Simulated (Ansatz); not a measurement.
Ansatz (a first-principles code) input:

Ansatz 0.2 input:
```yaml
crystal:
  periodic: [false, false, false]
  atoms:
    - {symbol: C, position_ang: [0.00157892, 1.37890846, -0.51669082]}
    - {symbol: S, position_ang: [0.00022170, 0.00210942, 0.66008152]}
    - {symbol: C, position_ang: [-0.00192304, -1.38218263, -0.50786606]}
    - {symbol: H, position_ang: [0.00294044, 2.29930409, 0.06551542]}
    - {symbol: H, position_ang: [0.89298680, 1.35708081, -1.14457101]}
    - {symbol: H, position_ang: [-0.89029797, 1.35934449, -1.14397930]}
    - {symbol: H, position_ang: [-0.00289150, -2.29883840, 0.08021161]}
    - {symbol: H, position_ang: [-0.89375252, -1.36436649, -1.13527401]}
    - {symbol: H, position_ang: [0.88953225, -1.36663016, -1.13586572]}
basis:
  gaussian:
    orbitals: def2-TZVP
hamiltonian:
  xc: b3lyp
  dispersion: d3bj
phonons: {temperatures: {t_min: 298.15, t_max: 298.15, t_step: 100}}
```

Question: What final total energy does it print?

Answer: -478.08866 Eh (B3LYP-D3(BJ)/def2-TZVP). The basis has 135 functions. The run takes about 60 core-seconds (a rough figure).
